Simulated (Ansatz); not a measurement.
**AlBH₄: up Jacob's ladder to CCSD(T)**

An exercise on one series of results from a longer session: the logs are not shown, and one member is left open.

Method: functionals in def2-TZVPP, the program's frozen cores in correlated methods; program: Ansatz 0.2.0, Gaussian basis.

Levels to be run: LDA (SPW92), PBE-D4, revPBE-D4, BLYP-D4, r2SCAN-D4, B97M-V, PBE0-D4, B3LYP-D4, r2SCANh-D4, r2SCAN0-D4, HSE06-D4, BHLYP-D4, CAM-B3LYP-D4, LC-ωPBE, ωB97X-V, ωB97M-V, B2PLYP, PBE-QIDH; CCSD(T)/def2-SVP; CCSD(T)/def2-TZVPP; CCSD(T)/def2-QZVPP; extrapolation to the limit; RPA on PBE.

1 further run of the same task is left out (it didn't finish).

**The geometry**

The geometry comes from an earlier relaxation with PBE0-D4 in a triple-zeta def2 set; it is a stationary point.

SMILES `[BH2][AlH2]`, 6 atoms, charge 0, spin multiplicity 1.

Atoms are counted from 1 here; the program's logs count them from 0.

Bond lengths: B1–Al2 2.115 Å, B1–H3 1.201 Å, B1–H4 1.201 Å, Al2–H5 1.594 Å, Al2–H6 1.594 Å. Angles: Al2–B1–H3 122.9°, Al2–B1–H4 122.9°, H3–B1–H4 114.2°, B1–Al2–H5 121.0°, B1–Al2–H6 121.0°, H5–Al2–H6 118.0°.

Set-up of the first run:

Contents of in.yaml:

```yaml
crystal:
  periodic: [false, false, false]
  atoms:
    - {symbol: B, position_ang: [-0.020302, -1.123373, 0.033417]}
    - {symbol: Al, position_ang: [0.031490, 0.989427, -0.044656]}
    - {symbol: H, position_ang: [-0.974295, -1.765091, -0.312050]}
    - {symbol: H, position_ang: [0.901828, -1.783729, 0.426988]}
    - {symbol: H, position_ang: [0.549343, 1.750140, -1.345877]}
    - {symbol: H, position_ang: [-0.446065, 1.868524, 1.195978]}
basis:
  gaussian: {orbitals: def2-TZVPP}
hamiltonian: {xc: lda}
output: {orbitals: {seedname: orbitals}}
```

On the command line:

```bash
$ ansatz run in.yaml --threads 2 --pin off --events-out ev --progress --plain --max-ram 4352MiB
```

Among the steps run: LDA; PBE-D4 (GGA); revPBE-D4 (GGA); BLYP-D4 (GGA); r2SCAN-D4 (meta-GGA); B97M-V (meta-GGA); B3LYP-D4 (hybrid); r2SCANh-D4 (hybrid); r2SCAN0-D4 (hybrid); HSE06-D4 (hybrid); BHLYP-D4 (hybrid); CAM-B3LYP-D4 (range-separated); LC-ωPBE (range-separated); ωB97X-V (range-separated); ωB97M-V (range-separated); B2PLYP (double hybrid); PBE-QIDH (double hybrid).

One table of the session follows, with a row left open; its other results are not shown here.

It belongs to the step «Frontier levels by functional». 

```
  functional  HOMO (eV)  LUMO (eV)  gap (eV)
 LDA (SPW92)      -6.42      -3.63      2.79
      PBE-D4      -6.36      -3.37      2.99
   revPBE-D4      -6.33      -3.26      3.08
     BLYP-D4      -6.25      -3.18      3.07
   r2SCAN-D4      -6.60      -3.00      3.60
      B97M-V      -6.67      -3.20      3.48
     PBE0-D4      -7.52      -2.35      5.17
    B3LYP-D4      -7.34      -2.54      4.80
  r2SCANh-D4          ?          ?         ?
  r2SCAN0-D4      -7.67      -2.14      5.53
    HSE06-D4      -7.12      -2.73      4.39
    BHLYP-D4      -8.60      -1.26      7.34
CAM-B3LYP-D4      -8.87      -1.21      7.67
     LC-ωPBE     -10.23      -0.02     10.21
     ωB97X-V      -9.87      -0.12      9.75
     ωB97M-V      -9.66      -0.39      9.27
```

Q: Estimate the row for r2SCANh-D4 from the others.

Worked estimate for «HOMO (eV)». Against the share of exact exchange, r2SCAN-D4 (0, -6.60), r2SCAN0-D4 (0.25, -7.67) give a slope of -4.28 per unit share; at 0.1 the line stands at -7.03.

The run gave: HOMO (eV): -7.03; LUMO (eV): -2.66; gap (eV): 4.37. In «HOMO (eV)» the line misses by 0.00.
